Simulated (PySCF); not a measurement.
propene (C3H6), SMILES C=CC. Atoms are numbered in the order given.

```xyz
9

C     -0.1625     1.2306     0.0000
C      0.4564    -0.1356     0.0000
C     -0.2221    -1.2749     0.0000
H      0.1523     1.8006     0.8796
H      0.1523     1.8006    -0.8796
H     -1.2529     1.1705     0.0000
H      1.5446    -0.1709     0.0000
H     -1.3086    -1.2858     0.0000
H      0.2812    -2.2356     0.0000
```
Charge 0, spin multiplicity 1.

Coordinates come from a ωB97X-D3(BJ)/def2-TZVP optimisation.

Level of theory: PBE/pcSseg-1 (PySCF).

GIAO shieldings, no solvent; atoms listed in one row are averaged. δ = σ(ref) − σ: ¹³C against TMS (σ = 182.0 ppm); ¹H against TMS (σ = 31.49 ppm), references at their B3LYP-D3(BJ)/def2-TZVP geometries, non-relativistic.

```tsv
nucleus	atoms	count	δ (ppm)
¹³C	C2	1	142.7
¹³C	C3	1	121.5
¹³C	C1	1	24.6
¹H	H7	1	6.15
¹H	H8	1	5.41
¹H	H9	1	5.28
¹H	H4, H5, H6	3	1.86
```
